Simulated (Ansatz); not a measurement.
# MgClF (SMILES [F][Mg][Cl]): single points off equilibrium

The atoms stand at a structure displaced at random from a GFN2-xTB minimum. How far do the functionals agree with CCSD(T) there?

Computed with Ansatz 0.2.0, Gaussian basis. Level: single points in def2-TZVPP.

Cores are frozen in the correlated methods. The outer core shell of Li, Na, Mg and K is correlated.

**1. The system as given**

SMILES `[F][Mg][Cl]`, 3 atoms, charge 0, spin multiplicity 1.

Atoms are counted from 1 here; the program's logs count them from 0.

Bond lengths: F1–Mg2 1.709 Å, Mg2–Cl3 2.112 Å. Angles: F1–Mg2–Cl3 172.8°.

Geometry (Å):

```xyz
3
ClFMg
F    -1.52500    0.70100   -0.67980
Mg   -0.18980   -0.08920    0.03790
Cl    1.61000   -0.87810    0.81240
```

**2. CCSD(T)/def2-TZVPP**

Contents of run/in.yaml:

```yaml
crystal:
  periodic: [false, false, false]
  atoms:
    - {symbol: F, position_ang: [-1.525000, 0.701000, -0.679800]}
    - {symbol: Mg, position_ang: [-0.189800, -0.089200, 0.037900]}
    - {symbol: Cl, position_ang: [1.610000, -0.878100, 0.812400]}
basis:
  gaussian: {orbitals: def2-TZVPP}
correlation: {method: ccsd_t}
output: {forces: true}
```

No record of the launch command was kept for these runs.

**3. PBE0-D4/def2-TZVPP**

Changes to run/in.yaml since step 2:

```diff
@@ -8,3 +8,3 @@
   gaussian: {orbitals: def2-TZVPP}
-correlation: {method: ccsd_t}
-output: {forces: true}
+hamiltonian: {xc: pbe0, dispersion: d4}
+output: {forces: true, orbitals: {seedname: orbitals}}
```

**4. wB97M-V/def2-TZVPP**

Changes to run/in.yaml since step 3:

```diff
@@ -8,3 +8,3 @@
   gaussian: {orbitals: def2-TZVPP}
-hamiltonian: {xc: pbe0, dispersion: d4}
-output: {forces: true, orbitals: {seedname: orbitals}}
+hamiltonian: {xc: {name: wB97M-V}}
+output: {forces: true}
```

**5. r2SCAN-D4/def2-TZVPP**

Changes to run/in.yaml since step 4:

```diff
@@ -8,3 +8,3 @@
   gaussian: {orbitals: def2-TZVPP}
-hamiltonian: {xc: {name: wB97M-V}}
+hamiltonian: {xc: r2scan, dispersion: d4}
 output: {forces: true}
```

**6. PBE-D4/def2-TZVPP**

Changes to run/in.yaml since step 5:

```diff
@@ -8,3 +8,3 @@
   gaussian: {orbitals: def2-TZVPP}
-hamiltonian: {xc: r2scan, dispersion: d4}
+hamiltonian: {xc: pbe, dispersion: d4}
 output: {forces: true}
```

**7. HSE06-D4/def2-TZVPP**

Changes to run/in.yaml since step 6:

```diff
@@ -8,3 +8,3 @@
   gaussian: {orbitals: def2-TZVPP}
-hamiltonian: {xc: pbe, dispersion: d4}
+hamiltonian: {xc: hse06, dispersion: d4}
 output: {forces: true}
```

**8. r2SCANh-D4/def2-TZVPP**

Changes to run/in.yaml since step 7:

```diff
@@ -8,3 +8,3 @@
   gaussian: {orbitals: def2-TZVPP}
-hamiltonian: {xc: hse06, dispersion: d4}
+hamiltonian: {xc: {name: r2SCANh}, dispersion: d4}
 output: {forces: true}
```

(Steps that only read results are left out.)

Q: Predict the outcome of this session. Wanted: energy less free atoms, CCSD(T)/def2-TZVPP; RMS force component; RMS force error; HOMO and LUMO, PBE0-D4; T1 diagnostic.

The runs gave:

| quantity | value |
| --- | --- |
| energy less free atoms, CCSD(T)/def2-TZVPP | -205.6 kcal/mol |
| RMS force component | 0.398 to 0.546 eV/Å over the methods |
| RMS force error | PBE0-D4 0.055, wB97M-V 0.059, r2SCAN-D4 0.042, PBE-D4 0.160, HSE06-D4 0.053, r2SCANh-D4 0.053 eV/Å |
| HOMO and LUMO, PBE0-D4 | -9.14 and -1.67 eV |
| T1 diagnostic | 0.009 |

What this shows: Against CCSD(T) the functionals' energies less atoms differ by -12.7 to -4.3 kcal/mol, PBE-D4 by -9.6 kcal/mol. CCSD(T) in triple zeta still lacks some correlation energy of the bonds, so part of these gaps is its own basis error and they don't rank the functionals. For forces r2SCAN-D4 does best and PBE-D4 worst. Frozen-core CCSD(T) forces in triple zeta carry basis errors of their own, and this is one geometry, so small gaps rank nothing.
